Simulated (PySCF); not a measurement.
# H₂OF−, a complex of two parts: interaction energy

An exercise on one series of results from a longer session: the logs are not shown, and one member is left open.

Computed with PySCF 2.14.0; each step states its level. No surroundings beyond the atoms listed, unless a continuum is named. Atoms count from 0, parts from 1.

## Starting point

4 atoms, charge -1, multiplicity 1; geometry: GFN2-xTB. Parts: 1 = atoms 0–2, `O`, charge 0; 2 = atom 3, `[F-]`, charge -1.

The first run:

What the job is given:

```
{"job": {"xc": "PBE0", "basis": "def2-SVPD", "d3": "d3bj", "grid": 2, "kind": "geom"}, "charge": -1, "multiplicity": 1, "parts": [{"atoms": "0-2", "charge": 0, "multiplicity": 1}, {"atoms": "3-3", "charge": -1, "multiplicity": 1}]}
O     -0.037989     0.247423    -0.292152
H     -0.621837    -0.128747     0.483681
H      0.832289    -0.064988    -0.040770
F     -1.252420    -0.736458     1.645969
```

Run with:

```
OMP_NUM_THREADS=1 python cluster_run.py task.json out
```

The driver reads the jobs from task.json and runs them one after another.

Steps of the session up to this table: Relaxing the molecule at PBE0-D3(BJ)/def2-SVPD; Coupled-cluster interaction energy: CCSD(T) and MP2, 1.23 Å; Coupled-cluster interaction energy: CCSD(T) and MP2, 1.30 Å; Coupled-cluster interaction energy: CCSD(T) and MP2, 1.37 Å; Coupled-cluster interaction energy: CCSD(T) and MP2, 1.50 Å; Coupled-cluster interaction energy: CCSD(T) and MP2, 1.71 Å; Coupled-cluster interaction energy: CCSD(T) and MP2, 2.05 Å; Coupled-cluster interaction energy: CCSD(T) and MP2, 2.74 Å.

One table of the session follows, with a row left open; its other results are not shown here.

It belongs to the step «Coupled-cluster interaction energy: CCSD(T) and MP2, 2.74 Å». 

| method | interaction energy (kcal/mol) |
| --- | --- |
| HF/aug-cc-pVDZ | -12.40 |
| MP2/aug-cc-pVDZ | -12.30 |
| CCSD/aug-cc-pVDZ | -12.14 |
| CCSD(T)/aug-cc-pVDZ | -12.19 |
| HF/aug-cc-pVTZ | -12.40 |
| MP2/aug-cc-pVTZ | ? |
| SCS-MP2/aug-cc-pVTZ | -12.23 |
| MP2, extrapolated | -12.48 |
| CCSD(T), limit estimate | -12.37 |

Estimate the missing values for MP2/aug-cc-pVTZ.

As computed: interaction energy (kcal/mol): -12.43. In the column «interaction energy (kcal/mol)» it lies between MP2, extrapolated (-12.48) and HF/aug-cc-pVDZ (-12.40).
